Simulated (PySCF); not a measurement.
Computed NMR parameters against published values

Molfile (atoms numbered from 1):
```
C3H8S2
     RDKit          3D

 13 12  0  0  0  0  0  0  0  0999 V2000
   -2.0142   -0.1911   -0.4046 C   0  0  0  0  0  0  0  0  0  0  0  0
   -1.0919   -0.0751    0.7893 C   0  0  0  0  0  0  0  0  0  0  0  0
    0.0100    1.3796    0.7472 S   0  0  0  0  0  0  0  0  0  0  0  0
    1.1636    1.0328   -0.9207 S   0  0  0  0  0  0  0  0  0  0  0  0
    2.4980    0.0019   -0.2572 C   0  0  0  0  0  0  0  0  0  0  0  0
   -2.6492   -1.0871   -0.3193 H   0  0  0  0  0  0  0  0  0  0  0  0
   -1.4292   -0.2744   -1.3333 H   0  0  0  0  0  0  0  0  0  0  0  0
   -2.6653    0.6915   -0.4893 H   0  0  0  0  0  0  0  0  0  0  0  0
   -1.6544    0.0680    1.7276 H   0  0  0  0  0  0  0  0  0  0  0  0
   -0.4764   -0.9792    0.9211 H   0  0  0  0  0  0  0  0  0  0  0  0
    2.1172   -0.9599    0.1144 H   0  0  0  0  0  0  0  0  0  0  0  0
    3.1862   -0.1883   -1.0951 H   0  0  0  0  0  0  0  0  0  0  0  0
    3.0364    0.5292    0.5421 H   0  0  0  0  0  0  0  0  0  0  0  0
  1  2  1  0
  2  3  1  0
  3  4  1  0
  4  5  1  0
  1  6  1  0
  1  7  1  0
  1  8  1  0
  2  9  1  0
  2 10  1  0
  5 11  1  0
  5 12  1  0
  5 13  1  0
M  END
```

Measured values that the calculation should reproduce: δ ¹³C C2 31.8; C1 14.7 ppm (measured; solution, not stated per compound (mostly CDCl3 or CCl4); Pretsch, Buehlmann, Badertscher, Structure Determination of Organic Compounds, 4th ed. (2009)).

PySCF calculation with structure optimised with PBE0-D3(BJ)/def2-SVP and σ from GIAO-PBE0/pcSseg-1; a single conformation, no solvent, no relativistic terms, averaged over atoms made equivalent by symmetry, fast rotation or ring inversion.

Q: How close does the calculation come?

A: 
Reference values: measured (solution, not stated per compound (mostly CDCl3 or CCl4); Pretsch, Buehlmann, Badertscher, Structure Determination of Organic Compounds, 4th ed. (2009)).
```csv
atoms,quantity,reference,computed,"computed, scaled"
C2,δ ¹³C,31.8,32.7,30.9
C1,δ ¹³C,14.7,14.9,13.8
```

Computed shifts are σ(ref) − σ with the named reference compound (TMS for H and C) calculated as an isolated molecule at the same level. The measured values may be among those fitted. Expected solution values come from regression of measured δ (H and C: mostly CDCl3, vs TMS) on computed σ: ¹³C (scatter 1.9 ppm rms, 2.3 ppm with the 23 outliers that the fit left out). A few per cent of atoms miss by over 2 rms, more outside the fitted compound classes.

Q: How far are the unscaled ¹³C shifts from the references?

A: Mean signed difference +0.55 ppm, mean absolute 0.55 ppm over 2 comparisons; the largest is +0.9 ppm at C2 (sp3 CH2 bonded to S).
